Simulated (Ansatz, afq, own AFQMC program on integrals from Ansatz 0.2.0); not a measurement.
# NH₃, singlet in 6-31G, levels against full CI

```xyz
4

N     0.0339    0.0595   -0.0939
H     0.9721    0.0726    0.2865
H    -0.4491    0.8678    0.2783
H    -0.9936   -1.7678    0.7396
```

Basis 6-31G. Noble-gas cores (and the filled d shells of Ga–Kr and In–Xe) are frozen. Ansatz 0.2.0 and our own AFQMC program on the same integrals; the CISD trial comes from CCSD amplitudes, and released means the phaseless constraint is let go. ± is one standard error of the sampling.

Determinant: UHF, the one that the program's search chose, which needn't be the lowest solution. The geometry is a point of a scan.

Full CI on the same integrals is exact in this basis and with this determinant's frozen core.

Cautions: strong correlation (T1 0.043, weight of the determinant 0.84, largest double 0.25); unrestricted determinant spin contaminated (⟨S²⟩ 0.95 against 0.00); the CCSDT(Q) amplitudes may be one of several solutions (largest double 0.58); the CCSDTQ amplitudes may be one of several solutions (largest double 0.60); the released energies move by 1.5 errors or more from one time to the next, so no released level is given (meV from the phaseless value at times in 1/Eh: -6 ± 3 at 0.24, -14 ± 5 at 0.51, -5 ± 4 at 0.99, -8 ± 3 at 1.62, -15 ± 4 at 2.40), though the last usable value meets full CI within the noise.

The T1 diagnostic is 0.0429, the weight of the determinant in the CISD state is 0.837 and the ⟨S²⟩ of the determinant is 0.951. The size of the correlated space is 8 electrons in 14 orbitals.

Reference: full CI, correlation energy -3.055 eV. The cautions show a poor starting determinant, so the rows tell how each method copes with it here, and full CI is the sure value.

```tsv
level	E − E(reference) (kJ/mol)	share of correlation (%)
HF	294.8	0.00
MP2	66.1	77.57
CCSD	18.1	93.85
CCSD(T)	10.6	96.40
CCSDT	1.5	99.50
CCSDT(Q)	-0.6	100.19
CCSDTQ	0.2	99.94
ph-AFQMC/HF	2.8 ± 2.4	99.06
ph-AFQMC/CISD	1.4 ± 0.3	99.52
```

CCSDT and higher add their correlation energy to the determinant of the CCSD(T) run, since their own runs factorise the integrals more tightly (a shift of under 2 meV). A walk keeps the symmetry of its determinant, which the program's search chose and which needn't be the lowest solution, so a lower state of the same spin and another symmetry isn't excluded.
